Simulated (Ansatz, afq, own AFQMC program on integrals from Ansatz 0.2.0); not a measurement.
Where AFQMC and coupled cluster stand for BHO, singlet

```xyz
3

B    -0.2400    0.0000    0.6107
O     0.1530    0.0000   -0.5209
H     0.1447    0.0000    1.7185
```

Connectivity, by distances: BH–O.

Basis cc-pVDZ. Only valence electrons are correlated. Ansatz 0.2.0 and our own AFQMC program on the same integrals; the CISD trial comes from CCSD amplitudes, and released means the phaseless constraint is let go. ± is one standard error of the sampling.

Determinant: RHF, the one that the program's search chose, which needn't be the lowest solution. The geometry is a point of a scan.

No full CI on the walks' own integrals is used here; CCSDT(Q) serves as the reference and is uncertain by about the last step of the cluster series.

Cautions: higher spins were not checked; raised T1 diagnostic (T1 0.024, weight of the determinant 0.90, largest double 0.07).

```
T1 diagnostic                               : 0.0238
weight of the determinant in the CISD state : 0.897
size of the correlated space                : 10 electrons in 31 orbitals
```

| level | correlation energy (eV) |
| --- | --- |
| MP2 | -7.3770 |
| CCSD | -7.5794 |
| CCSD(T) | -7.8425 |

Q: Estimate where AFQMC with the constraint released lies against CCSD(T) on the same integrals.

A: 2.20 ± 0.78 mEh below CCSD(T).

Reference: CCSDT(Q), correlation energy -7.888 eV. The released energy is read at 2.40 1/Eh (meV from the phaseless value at times in 1/Eh: -25 ± 14 at 0.24, -12 ± 16 at 0.51, -17 ± 15 at 0.99, -11 ± 17 at 1.62, -36 ± 21 at 2.40).

```
         level  E − E(reference) (mEh)  share of correlation (%)
       CCSD(T)                    1.67                     99.42
         CCSDT                    1.10                     99.62
 ph-AFQMC/CISD             0.79 ± 0.54                     99.73
released AFQMC            -0.53 ± 0.78                    100.18
```

A walk keeps the symmetry of its determinant, which the program's search chose and which needn't be the lowest solution, so a lower state of the same spin and another symmetry isn't excluded. Released energies are given only where the last usable release times agree within the noise; a slower fall can still hide under it.
